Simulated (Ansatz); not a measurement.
We consider fcc Ni, described by r²SCAN+rVV10 in Ansatz (plane waves, PAW).

Settings: plane-wave cutoff 560 eV, 26×26×26 k mesh, Fermi–Dirac smearing 0.05 eV, spin-polarised with parallel moments, scalar-relativistic PAW data made under PBE.

Computed points:

| V (Å³/atom) | E − E_lowest (meV/atom) | P (GPa) |
|---|---|---|
| 9.779 | 30.19 | 16.46 |
| 9.987 | 12.89 | 10.31 |
| 10.195 | 3.11 | 4.86 |
| 10.403 | 0.00 | 0.03 |
| 10.611 | 2.80 | -4.25 |
| 10.819 | 10.82 | -8.02 |
| 11.027 | 23.45 | -11.36 |

**Question.** Estimate the bulk modulus from the pressures at 10.195 and 10.611 Å³/atom, and compare it with a fit to all energies.

**Answer.** B = −V dP/dV. Between V = 10.195 and 10.611 Å³/atom, dP/dV = (-4.25 − (4.86))/(10.611 − 10.195) = -21.9 GPa per Å³/atom; at the midpoint 10.403 Å³/atom this gives B ≈ 228 GPa. The third-order Birch–Murnaghan fit gives V0 = 10.404 Å³/atom, B0 = 227 GPa, B′ = 5.1, which lies within 1 % of that estimate.

Measured, for comparison: bulk modulus 192 GPa (0 K value with the zero-point phonon effect removed, our sources range from 186 to 195; as tabulated in Mejia-Rodriguez and Trickey (2018), arXiv:1807.09216); equilibrium volume per atom 10.79 Å³/atom (static lattice: zero-point anharmonic expansion removed; as tabulated in Mejia-Rodriguez and Trickey (2018), arXiv:1807.09216). Computed (rounded) less measured: bulk modulus +18 % (+16 % to +22 % over the range), equilibrium volume per atom -3.6 %.

Computing time: around 8 core-minutes (rough).

Ansatz is a quantum-chemistry and plane-wave program.
